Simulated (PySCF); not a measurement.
Geometry:
```json
{"atom": "Al1", "x (Å)": "-0.003", "y (Å)": "0.004", "z (Å)": "-0.961"}
{"atom": "C2", "x (Å)": "0.002", "y (Å)": "-0.004", "z (Å)": "1.070"}
{"atom": "H3", "x (Å)": "-1.020", "y (Å)": "0.057", "z (Å)": "1.490"}
{"atom": "H4", "x (Å)": "0.569", "y (Å)": "0.850", "z (Å)": "1.486"}
{"atom": "H5", "x (Å)": "0.462", "y (Å)": "-0.923", "z (Å)": "1.481"}
{"atom": "H6", "x (Å)": "1.553", "y (Å)": "-0.018", "z (Å)": "-1.525"}
{"atom": "H7", "x (Å)": "-0.761", "y (Å)": "1.367", "z (Å)": "-1.515"}
{"atom": "H8", "x (Å)": "-0.803", "y (Å)": "-1.330", "z (Å)": "-1.526"}
```

Total charge -1.

Geometry: PBE0-D3(BJ)/def2-SVP; GIAO absolute shieldings from PySCF 2.14, gas phase, non-relativistic, averaged over equivalent atoms.

At PBE0/pcSseg-1 (pcSseg-2 on Al) (90 basis functions, 3.1 s wall time on 1 thread of an Arm Neoverse V2, shared host):
```
   atoms  σ (ppm)
     Al1    460.0
      C2    197.5
H6/H7/H8    27.59
H3/H4/H5    32.66
```

Problem. Predict the values at B3LYP/pcSseg-1 (pcSseg-2 on Al) on the same geometry.

Solution. 
| atoms | σ at B3LYP/pcSseg-1 (pcSseg-2 on Al) | change |
| --- | --- | --- |
| Al1 | 452.8 | -7.2 |
| C2 | 192.4 | -5.1 |
| H6/H7/H8 | 27.79 | +0.20 |
| H3/H4/H5 | 32.78 | +0.12 |

The largest change is at Al1 (aluminium bonded to C, 3 H). Cost: 90 basis functions, 2.2 s wall time on 1 thread of an Arm Neoverse V2, shared host.
